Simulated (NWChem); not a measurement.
System: Na cation

Parts of the log:

```
             Northwest Computational Chemistry Package (NWChem) 7.3.0
             --------------------------------------------------------

                             Geometry "geometry" -> ""
                             -------------------------

 Output coordinates in angstroms (scale by  1.889725989 to convert to a.u.)

  No.       Tag          Charge          X              Y              Z
 ---- ---------------- ---------- -------------- -------------- --------------
    1 Na                  11.0000     0.00000000     0.00000000     0.00000000

 Effective nuclear repulsion energy (a.u.)       0.0000000000

                                 NWChem DFT Module
                                 -----------------

 Summary of "ao basis" -> "ao basis" (spherical)
 ------------------------------------------------------------------------------
       Tag                 Description            Shells   Functions and Types
 ---------------- ------------------------------  ------  ---------------------
 Na                        def2-tzvpd               13       35   5s5p3d

            General Information
            -------------------
          SCF calculation type: DFT
          Wavefunction type:  closed shell.
          No. of atoms     :     1
          No. of electrons :    10
           Alpha electrons :     5
            Beta electrons :     5
          Charge           :     1
          Spin multiplicity:     1
          Use of symmetry is: off; symmetry adaption is: off
          Maximum number of iterations: 150
          AO basis - number of functions:    35
                     number of shells:    13
          Convergence on energy requested:  1.00D-06
          Convergence on density requested:  1.00D-05
          Convergence on gradient requested:  5.00D-04

              XC Information
              --------------
                         PBE0 Method XC Functional
                     Hartree-Fock (Exact) Exchange  0.250
          PerdewBurkeErnzerhof Exchange Functional  0.750
            Perdew 1991 LDA Correlation Functional  1.000 local
           PerdewBurkeErnz. Correlation Functional  1.000 non-local

             Grid Information
             ----------------
          Grid used for XC integration:  medium
          Radial quadrature: Mura-Knowles
          Angular quadrature: Lebedev.
          Tag              B.-S. Rad. Rad. Pts. Rad. Cut. Ang. Pts.
          ---              ---------- --------- --------- ---------
          Na                  1.80       88          15.0       434
          Grid pruning is: on
          Number of quadrature shells:    88
          Spatial weights used:  Erf1

      Superposition of Atomic Density Guess
      -------------------------------------

 Sum of atomic energies:        -161.85181368

 Renormalizing density from      11.00 to     10

      Non-variational initial energy
      ------------------------------

 Total energy =    -152.549478
 1-e energy   =    -207.151992
 2-e energy   =      54.602514
 HOMO         =      -2.565454
 LUMO         =      -0.363048

     ---------------------------------------------
      Total Density - Mulliken Population Analysis
     ---------------------------------------------

    Atom       Charge   Shell Charges
 -----------   ------   -------------------------------------------------------
    1 Na  11    10.00   2.00  0.81  1.20 -0.01  0.00  5.55  0.44 -0.00  0.01  0.00  0.00  0.00  0.00

   convergence    iter        energy       DeltaE   RMS-Dens  Diis-err
 ---------------- ----- ----------------- --------- --------- ---------
 d= 0,ls=0.0,diis     1   -161.7758934634 -1.62D+02  3.06D-02  3.61D+00
 d= 0,ls=0.0,diis     2   -161.8746330913 -9.87D-02  1.25D-02  1.91D+00
 d= 0,ls=0.0,diis     3   -161.9813143883 -1.07D-01  2.71D-04  8.93D-04
 d= 0,ls=0.0,diis     4   -161.9813655521 -5.12D-05  2.96D-06  6.31D-08
 d= 0,ls=0.0,diis     5   -161.9813656117 -5.96D-08  2.13D-07  7.04D-11

         Total DFT energy =     -161.981365611703
      One electron energy =     -224.735586616336
           Coulomb energy =       76.937814222871
    Exchange-Corr. energy =      -14.183593218238
 Nuclear repulsion energy =        0.000000000000

 Numeric. integr. density =       10.000000000025

                       DFT Final Molecular Orbital Analysis
                       ------------------------------------

 Vector    3  Occ=2.000000D+00  E=-1.461631D+00
              MO Center= -4.9D-17,  2.1D-16, -4.1D-17, r^2= 2.3D-01
   Bfn.  Coefficient  Atom+Function         Bfn.  Coefficient  Atom+Function
  ----- ------------  ---------------      ----- ------------  ---------------
     7      0.585147  1 Na py                 6      0.552780  1 Na px
     8     -0.311085  1 Na pz                10      0.152323  1 Na py
     9      0.143897  1 Na px                11     -0.080980  1 Na pz

 Vector    4  Occ=2.000000D+00  E=-1.461631D+00
              MO Center=  4.2D-17, -1.9D-16,  2.9D-16, r^2= 2.3D-01
   Bfn.  Coefficient  Atom+Function         Bfn.  Coefficient  Atom+Function
  ----- ------------  ---------------      ----- ------------  ---------------
     8      0.656609  1 Na pz                 6      0.537145  1 Na px
    11      0.170926  1 Na pz                 7     -0.158356  1 Na py
     9      0.139827  1 Na px                10     -0.041223  1 Na py

 Vector    5  Occ=2.000000D+00  E=-1.461631D+00
              MO Center=  5.4D-17,  1.3D-16,  4.3D-17, r^2= 2.3D-01
   Bfn.  Coefficient  Atom+Function         Bfn.  Coefficient  Atom+Function
  ----- ------------  ---------------      ----- ------------  ---------------
     7      0.614217  1 Na py                 8      0.465647  1 Na pz
     6     -0.388132  1 Na px                10      0.159890  1 Na py
    11      0.121215  1 Na pz                 9     -0.101037  1 Na px

 Vector    6  Occ=0.000000D+00  E=-2.362122D-01
              MO Center=  2.2D-16,  1.6D-15,  3.6D-16, r^2= 4.3D+00
   Bfn.  Coefficient  Atom+Function         Bfn.  Coefficient  Atom+Function
  ----- ------------  ---------------      ----- ------------  ---------------
     4      1.128923  1 Na s                  3     -0.260023  1 Na s
     5     -0.087282  1 Na s                  2      0.085979  1 Na s
     1      0.047505  1 Na s

 Vector    7  Occ=0.000000D+00  E=-1.352985D-01
              MO Center= -1.6D-13, -4.5D-13,  5.5D-14, r^2= 7.9D+00
   Bfn.  Coefficient  Atom+Function         Bfn.  Coefficient  Atom+Function
  ----- ------------  ---------------      ----- ------------  ---------------
    14      0.471663  1 Na pz                17      0.432102  1 Na pz
    13      0.259674  1 Na py                16      0.237893  1 Na py
     8     -0.135547  1 Na pz                12     -0.075073  1 Na px
     7     -0.074625  1 Na py                15     -0.068776  1 Na px
    20      0.062911  1 Na pz                19      0.034636  1 Na py

 Vector    8  Occ=0.000000D+00  E=-1.352985D-01
              MO Center=  1.3D-15,  1.5D-15,  4.0D-15, r^2= 7.9D+00
   Bfn.  Coefficient  Atom+Function         Bfn.  Coefficient  Atom+Function
  ----- ------------  ---------------      ----- ------------  ---------------
    12      0.410344  1 Na px                15      0.375926  1 Na px
    13     -0.280729  1 Na py                16     -0.257182  1 Na py
    14      0.219868  1 Na pz                17      0.201426  1 Na pz
     6     -0.117925  1 Na px                 7      0.080676  1 Na py
     8     -0.063186  1 Na pz                18      0.054732  1 Na px

     ---------------------------------------------
      Total Density - Mulliken Population Analysis
     ---------------------------------------------

    Atom       Charge   Shell Charges
 -----------   ------   -------------------------------------------------------
    1 Na  11    10.00   2.00  0.66  1.34  0.01 -0.00  5.07  0.91 -0.00  0.02  0.00  0.00  0.00  0.00

     -------------------------------------------
      Total Density - Lowdin Population Analysis
     -------------------------------------------

    Atom       Charge   Shell Charges
 -----------   ------   -------------------------------------------------------
    1 Na  11    10.00   2.00  0.81  1.15  0.04  0.00  4.77  1.17  0.00  0.05  0.00  0.00  0.00  0.00

            General Information
            -------------------
          SCF calculation type: DFT
          Wavefunction type:  closed shell.
          No. of atoms     :     1
          No. of electrons :    10
           Alpha electrons :     5
            Beta electrons :     5
          Charge           :     1
          Spin multiplicity:     1
          Use of symmetry is: off; symmetry adaption is: off
          Maximum number of iterations: 150
          AO basis - number of functions:    35
                     number of shells:    13
          Convergence on energy requested:  1.00D-06
          Convergence on density requested:  1.00D-05
          Convergence on gradient requested:  5.00D-04

              XC Information
              --------------
                         PBE0 Method XC Functional
                     Hartree-Fock (Exact) Exchange  0.250
          PerdewBurkeErnzerhof Exchange Functional  0.750
            Perdew 1991 LDA Correlation Functional  1.000 local
           PerdewBurkeErnz. Correlation Functional  1.000 non-local

[...]

                         DFT ENERGY GRADIENTS

    atom               coordinates                        gradient
                 x          y          z           x          y          z
   1 Na      0.000000   0.000000   0.000000    0.000000   0.000000  -0.000000
```

Level: PBE0/def2-TZVPD. 

Task: Which NWChem input produces such a log?

Result: Several could match; the one computed here: the input that was run:
```
start job
memory heap 200 mb stack 900 mb global 1100 mb
charge 1
geometry units angstroms noautoz
  Na     0.000000     0.000000     0.000000
end
basis spherical
  * library def2-tzvpd
end
dft
  xc pbe0
  iterations 150
  mulliken
end
task dft gradient
```
